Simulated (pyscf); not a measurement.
Elementary routes open to S=GeH₂ (SMILES [S]=[GeH2]) + H₂ (SMILES [H][H]) in the gas phase (singlet surface):
A. HS–GeH: (SMILES [SH][GeH]) [singlet] + H₂ (SMILES [H][H]) (H–H, Ge–H broken; H–S, H–H formed)
B. HS–GeH₃ (SMILES [SH][GeH3]) (H–H broken; H–S, Ge–H formed)

Structures and frequencies: ωB97X-D3(BJ)/def2-SVP in PySCF.

Question: Rank the routes by free-energy barrier at 600 K, lowest first, for ωB97M-D3(BJ)/def2-TZVP energies (ideal gas, 1 atm, RRHO with modes under 100 cm⁻¹ raised to 100, one conformer, R ln 2 for chiral ones without a mode under 150 cm⁻¹).

Answer: B (191.0 kJ/mol), A (244.5 kJ/mol)

Route B is the fastest of these, ahead of the next by 53.4 kJ/mol. The most stable products are those of B (ΔG = -64.2 kJ/mol), so kinetics and thermodynamics agree. At 1200 K B is still the fastest. Only these routes are compared; each barrier is that of the saddle found, and lower ones may exist. Elements up to Kr have no core potential and no relativistic terms here.
